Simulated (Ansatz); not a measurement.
**N2 (singlet): the correlation ladder, cc-pVTZ**

The task here is to estimate one member of a computed series from the others.

Method: cc-pVTZ, core rule «outside noble gas», up to 2 orbitals frozen; program: Ansatz 0.2.0, Gaussian basis.

The runs, in order: UHF; CCSD(T) on RHF; BCCD(T) on RHF; CISD; CCSDT(Q) on RHF; CISDTQ; CCSDTQ on RHF; CASSCF and MRCISD+Q, 10 electrons in 8 orbitals; CASSCF and MRCISD+Q(relaxed), 10 electrons in 8 orbitals; CASSCF and NEVPT2, 10 electrons in 8 orbitals.

9 further runs of the same task are left out: 9 set aside as unsound or not needed.

### What is computed

The geometry is an MP2(full)/6-31G* stationary point (not a proven minimum).

2 atoms, charge 0, spin multiplicity 1.

Atoms are counted from 1 here; the program's logs count them from 0.

Bond lengths: N1–N2 1.130 Å.

The first run:

in.yaml

```yaml
crystal:
  periodic: [false, false, false]
  atoms:
    - {symbol: N, position_ang: [0.000000, 0.000000, 0.000000]}
    - {symbol: N, position_ang: [0.000000, 0.000000, 1.129980]}
basis:
  gaussian: {orbitals: cc-pVTZ}
magnetization: {spin_polarized: true, initial_magnetization: 0}
hamiltonian: {xc: hf}
output: {orbitals: {seedname: orbitals}}
```

Started as:

```
$ ansatz run in.yaml --threads 1 --pin off --events-out ev --progress --plain --max-ram 3956MiB --backend cpu
```

Steps of the session up to this table: UHF; CCSD(T) on RHF; BCCD(T) on RHF; CISD; CCSDT(Q) on RHF; CISDTQ; CCSDTQ on RHF; CASSCF and MRCISD+Q, 10 electrons in 8 orbitals; CASSCF and MRCISD+Q(relaxed), 10 electrons in 8 orbitals; CASSCF and NEVPT2, 10 electrons in 8 orbitals.

One of the session's tables, all rows but one given; the rest of the session is left out.

| method | from RCCSDTQ (kcal/mol) |
| --- | --- |
| RHF | +250.54 |
| RMP2 | +10.35 |
| CISD | +30.45 |
| RCCSD | +13.27 |
| RCCSD(T) | +0.88 |
| BCCD(T) | +0.83 |
| RCCSDT | +1.13 |
| CISDTQ | +1.99 |
| RCCSDT(Q) | -0.19 |
| RCCSDTQ | 0 |
| CASSCF valence | +152.77 |
| NEVPT2 valence | +25.30 |
| MRCISD valence | +8.95 |
| MRCISD+Q valence | +0.84 |
| MRCISD+Q(relaxed) valence | ? |

**Question.** Estimate the row for MRCISD+Q(relaxed) valence.

**Answer.** from RCCSDTQ (kcal/mol): +0.41. In the column «from RCCSDTQ (kcal/mol)» it lies between RCCSDTQ (0) and BCCD(T) (+0.83).
